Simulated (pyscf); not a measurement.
This saddle point was located with ωB97X-D3(BJ)/def2-SVP in PySCF.

```xyz
8

O      1.6387    -0.5305    -0.3214
P      0.9445     0.1836    -1.5248
H      1.2288     1.5934    -1.3182
Si    -0.5871     0.6300     0.9106
H      0.9765    -0.0875     0.7048
H     -0.4902     0.5352    -0.7879
H     -1.8591    -0.1465     1.1074
H     -1.0137     2.0475     1.1753
```

Surface: singlet, charge 0. Lowest wavenumbers (cm⁻¹): 1488i, 139, 189, 359, 464.

Q: Name the species on either side of this saddle.

A: O=PH (SMILES O=P) + SiH₄ (SMILES [SiH4]) ⇌ HO–PH₂ (SMILES OP) + SiH₂ (SMILES [SiH2]) [singlet], a concerted two-bond exchange read from left to right: H–Si, H–Si broken and H–O, H–P formed. At CCSD(T)/def2-TZVPP + ΔMP2(QZVPP) it lies +1.41 eV from the left side and +0.20 eV from the right (each side as separated species at their lowest minima found). On the product side the descent ends in a bound adduct, 0.62 eV under the separated species and 0.68 eV under the saddle at ωB97X-D3(BJ)/def2-TZVP. At ωB97X-D3(BJ) the barrier from the zero used here is 1.28 eV. The same reactants have a lower exit, to O=P–SiH₃ + H₂ (barrier +0.97 eV at ωB97M-D3(BJ), against +1.33 eV here). One saddle was located; it need not be the lowest between these sides. The CCSD(T) − MP2 part came from Ansatz, without density fitting, on the same reference.
